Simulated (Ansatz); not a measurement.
# C2H3F2N (SMILES F/C=N\CF): levels of theory compared

Aim: a comparison of 6 runs (HF/3-21G, HF/def2-SVP, B3LYP/6-31G*, SVWN5/def2-SVP, MP2/def2-SVP) of C2H3F2N. 

The results are computed with Ansatz 0.2.0.

2 further runs of the same task are left out: 2 set aside as unsound or not needed.

**1. The structure to begin with**

C2H3F2N: 8 atoms, total charge 0, spin state singlet. SMILES: `F/C=N\CF`. Geometry: relaxed at PBE0-D4/def2-TZVP. This is one conformer, not always the lowest.

Bond lengths: F1–C2 1.335 Å, C2–N3 1.239 Å, N3–C4 1.409 Å, C4–F5 1.379 Å, C2–H6 1.087 Å, C4–H7 1.095 Å, C4–H8 1.095 Å. Angles: F1–C2–N3 126.7°, C2–N3–C4 128.4°, N3–C4–F5 116.3°, F1–C2–H6 110.8°, N3–C2–H6 122.5°, N3–C4–H7 108.1°, N3–C4–H8 108.1°, F5–C4–H7 107.5°, F5–C4–H8 107.5°, H7–C4–H8 109.2°.

**2. Energy and forces at HF/3-21G (run 1)**

input.yaml

```yaml
basis:
  gaussian: {orbitals: 3-21G.json}
crystal:
  periodic: [false, false, false]
  atoms:
    - {symbol: F, position_ang: [-1.098000, 1.596800, -0.144400]}
    - {symbol: C, position_ang: [-0.739500, 0.729600, 0.805700]}
    - {symbol: N, position_ang: [0.001900, -0.254300, 0.669300]}
    - {symbol: C, position_ang: [0.648200, -0.708100, -0.497600]}
    - {symbol: F, position_ang: [0.433400, 0.032200, -1.641000]}
    - {symbol: H, position_ang: [-1.190600, 0.993000, 1.758900]}
    - {symbol: H, position_ang: [0.310400, -1.729700, -0.698300]}
    - {symbol: H, position_ang: [1.726200, -0.716500, -0.308200]}
output: {forces: true, orbitals: {seedname: orbitals}}
hamiltonian: {xc: hf}
accuracy: high
```

The basis set 3-21G is read from a file made from the Basis Set Exchange's data (not shown).

Launch:

```console
$ ansatz run input.yaml --threads 1 --pin off --max-ram 2610MiB --events-out events.jsonl --progress --plain --runs-dir runs
```

The program printed:

```text
Warning: RAYON_NUM_THREADS=1 ignored (pool sized by the plan → 1); use --threads N
Functional definition: HF
  name "HF"
  exchange = exact_x
  correlation = 0
1171 factors; integrals over basis functions are off by at most 1.3e-8 eV
mean field evaluation 1: about -8948.6282 eV, gradient 3.3e1 eV
mean field evaluation 2: about -8949.0650 eV, gradient 3.3e1 eV
mean field evaluation 4: about -8951.5780 eV, gradient 2.7e0 eV
mean field evaluation 8: about -8951.6255 eV, gradient 4.3e-1 eV
mean field evaluation 16: about -8951.6269 eV, gradient 2.7e-8 eV
mean field -8951.62689829 eV, -328.9662208817 hartree, gradient 2.7e-8 eV, S^2 0.000000; 0 other end points of the search recorded, 0 dependent functions left out
the calculation of the forces begins
reference -8951.62689829 eV, -328.9662208817 hartree; 20, 20 occupied and 31, 31 virtual orbitals, 1171 factors
Total energy: -8951.62689829 eV, -328.9662208817 hartree
Atom 0 at    -1.098000     1.596800    -0.144400 Å, force    -0.133872     0.485938    -0.775408 eV/Å
Atom 1 at    -0.739500     0.729600     0.805700 Å, force     0.246823    -0.949241     1.567652 eV/Å
Atom 2 at     0.001900    -0.254300     0.669300 Å, force    -0.892731     1.123998     0.323858 eV/Å
Atom 3 at     0.648200    -0.708100    -0.497600 Å, force     1.104335    -1.488375    -0.147483 eV/Å
Atom 4 at     0.433400     0.032200    -1.641000 Å, force    -0.288316     0.604541    -0.522412 eV/Å
Atom 5 at    -1.190600     0.993000     1.758900 Å, force     0.321854    -0.210370    -0.622192 eV/Å
Atom 6 at     0.310400    -1.729700    -0.698300 Å, force     0.212722     0.497140     0.196002 eV/Å
Atom 7 at     1.726200    -0.716500    -0.308200 Å, force    -0.570816    -0.063632    -0.020017 eV/Å
Dipole moment:     0.047540    -0.198248     0.342597 e Å
```

It took 0.42 s on 1 thread of AMD EPYC 9R45 (Zen 5), shared host.

**3. Energy and forces at HF/def2-SVP (run 2)**

molecule.yaml

```yaml
crystal:
  periodic: [false, false, false]
  atoms:
    - {symbol: F, position_ang: [-1.098000, 1.596800, -0.144400]}
    - {symbol: C, position_ang: [-0.739500, 0.729600, 0.805700]}
    - {symbol: "N", position_ang: [0.001900, -0.254300, 0.669300]}
    - {symbol: C, position_ang: [0.648200, -0.708100, -0.497600]}
    - {symbol: F, position_ang: [0.433400, 0.032200, -1.641000]}
    - {symbol: H, position_ang: [-1.190600, 0.993000, 1.758900]}
    - {symbol: H, position_ang: [0.310400, -1.729700, -0.698300]}
    - {symbol: H, position_ang: [1.726200, -0.716500, -0.308200]}
basis:
  gaussian:
    orbitals: def2-SVP
total_charge: 0
hamiltonian:
  xc: hf
accuracy: high
output: {forces: true, orbitals: {seedname: orbitals}}
```

Launch:

```console
$ ansatz run molecule.yaml --threads 1 --pin off --max-ram 2610MiB --events-out events.jsonl --progress --plain --runs-dir runs
```

The program printed (excerpt; [...] marks lines left out):

```text
Warning: RAYON_NUM_THREADS=1 ignored (pool sized by the plan → 1); use --threads N
[... 2 set-up lines as earlier in the session ...]
[...]
1977 factors; integrals over basis functions are off by at most 3.6e-9 eV
[...]
mean field -8993.85155559 eV, -330.5179484165 hartree, gradient 4.3e-8 eV, S^2 0.000000; 0 other end points of the search recorded, 0 dependent functions left out
[...]
reference -8993.85155559 eV, -330.5179484165 hartree; 20, 20 occupied and 65, 65 virtual orbitals, 1977 factors
Total energy: -8993.85155559 eV, -330.5179484165 hartree
Atom 0 at    -1.098000     1.596800    -0.144400 Å, force     0.381615    -0.829312     0.768087 eV/Å
Atom 1 at    -0.739500     0.729600     0.805700 Å, force     0.198303    -0.045598    -0.601666 eV/Å
Atom 2 at     0.001900    -0.254300     0.669300 Å, force    -0.788895     1.103562    -0.000104 eV/Å
Atom 3 at     0.648200    -0.708100    -0.497600 Å, force     0.231087     0.008883    -0.867010 eV/Å
Atom 4 at     0.433400     0.032200    -1.641000 Å, force     0.068438    -0.456474     0.938611 eV/Å
Atom 5 at    -1.190600     0.993000     1.758900 Å, force     0.063241    -0.030296    -0.151198 eV/Å
Atom 6 at     0.310400    -1.729700    -0.698300 Å, force     0.073184     0.232060    -0.001949 eV/Å
Atom 7 at     1.726200    -0.716500    -0.308200 Å, force    -0.226974     0.017175    -0.084772 eV/Å
Dipole moment:     0.030697    -0.181565     0.360385 e Å
```

Run time: 1.4 s. Hardware: 1 thread of AMD EPYC 9R45 (Zen 5), shared host.

Runs 3 to 5 aren't shown in full; the table further down has their settings and results.

**4. Energy and forces at MP2/def2-SVP (run 6)**

job.yaml

```yaml
crystal:
  periodic: [false, false, false]
  atoms:
    - {symbol: F, position_ang: [-1.098000, 1.596800, -0.144400]}
    - {symbol: C, position_ang: [-0.739500, 0.729600, 0.805700]}
    - {symbol: "N", position_ang: [0.001900, -0.254300, 0.669300]}
    - {symbol: C, position_ang: [0.648200, -0.708100, -0.497600]}
    - {symbol: F, position_ang: [0.433400, 0.032200, -1.641000]}
    - {symbol: H, position_ang: [-1.190600, 0.993000, 1.758900]}
    - {symbol: H, position_ang: [0.310400, -1.729700, -0.698300]}
    - {symbol: H, position_ang: [1.726200, -0.716500, -0.308200]}
basis:
  gaussian:
    orbitals: def2-SVP
output: {forces: true, orbitals: {seedname: orbitals}}
accuracy: high
correlation:
  method: mp2
  frozen_orbitals: {C: 1, F: 1, H: 0, "N": 1}
```

Launch:

```console
$ ansatz run job.yaml --threads 1 --pin off --max-ram 2610MiB --events-out events.jsonl --progress --plain --runs-dir runs
```

The program printed (excerpt; [...] marks lines left out):

```text
Warning: RAYON_NUM_THREADS=1 ignored (pool sized by the plan → 1); use --threads N
[... 2 set-up lines as earlier in the session ...]
[...]
1977 factors; integrals over basis functions are off by at most 3.6e-9 eV
[...]
mean field -8993.85155559 eV, -330.5179484165 hartree, gradient 4.3e-8 eV, S^2 0.000000; 0 other end points of the search recorded, 0 dependent functions left out
5 core orbitals not correlated: weight in the atoms' cores, before any rotation towards them, 1.000 or more for the frozen orbitals, at most 0.000 for the correlated occupied ones
reference -8993.85155559 eV, -330.5179484165 hartree; 15, 15 occupied and 65, 65 virtual orbitals, 1977 factors
second order -21.52308404 eV of doubles, -0.00000000 eV of singles
[...]
Total energy: -9015.37463963 eV, -331.3089071661 hartree
Atom 0 at    -1.098000     1.596800    -0.144400 Å, force    -0.074232     0.164844    -0.158366 eV/Å
Atom 1 at    -0.739500     0.729600     0.805700 Å, force    -0.487659     0.694591    -0.033762 eV/Å
Atom 2 at     0.001900    -0.254300     0.669300 Å, force     0.528467    -0.818908     0.209702 eV/Å
Atom 3 at     0.648200    -0.708100    -0.497600 Å, force     0.059945     0.072348    -0.410260 eV/Å
Atom 4 at     0.433400     0.032200    -1.641000 Å, force    -0.040688     0.043439     0.036000 eV/Å
Atom 5 at    -1.190600     0.993000     1.758900 Å, force    -0.133855     0.080001     0.277763 eV/Å
Atom 6 at     0.310400    -1.729700    -0.698300 Å, force    -0.055461    -0.210765     0.003830 eV/Å
Atom 7 at     1.726200    -0.716500    -0.308200 Å, force     0.203484    -0.025550     0.075093 eV/Å
Dipole moment:     0.038840    -0.162858     0.282213 e Å
```

Run time: 2.5 s. Hardware: 1 thread of AMD EPYC 9R45 (Zen 5), shared host; peak memory 0.32 GiB.

**5. All runs side by side**

```
run                               level  Cartesian functions  frozen core orbitals  energy (Eh)  dipole moment (D)  HOMO energy (eV)  LUMO energy (eV)  wall time
  1                            HF/3-21G                   no                     –  -328.966221               1.91            -11.90              4.48     0.42 s
  2                         HF/def2-SVP                   no                     –  -330.517948               1.94            -12.11              4.22      1.4 s
  3  B3LYP/6-31G* (spherical functions)                   no                     –  -332.411430               1.32             -8.08              0.00      2.9 s
  4  B3LYP/6-31G* (Cartesian functions)                  yes                     –  -332.416362               1.32             -8.10             -0.01        3 s
  5                      SVWN5/def2-SVP                   no                     –  -329.757981               1.36             -7.01             -1.29      1.8 s
  6                        MP2/def2-SVP                   no                     5  -331.308907               1.58            -12.11              4.22      2.5 s
```

**6. Summary of results**

```
                                          quantity          value
                               run 6: total energy  -331.30891 Eh
         run 6: dipole moment (correlated density)         1.58 D
        run 6: HOMO energy (Hartree–Fock orbitals)      -12.11 eV
        run 6: LUMO energy (Hartree–Fock orbitals)        4.22 eV
      run 6: HOMO–LUMO gap (Hartree–Fock orbitals)       16.33 eV
run 6: correlation energy (5 core orbitals frozen)     -791.0 mEh
                   run 6: largest force on an atom     0.997 eV/Å
```

The dipole moment (its size) runs from 1.32 D (B3LYP/6-31G*) to 1.94 D (HF/def2-SVP). The two ends differ in method and basis. Over runs 1, 2, 3, 4, 5 the HOMO–LUMO gap runs from 5.72 eV (SVWN5/def2-SVP) to 16.38 eV (HF/3-21G). Totals of different functionals can't be ranked against each other. All runs together took 12 s, the longest 3 s.
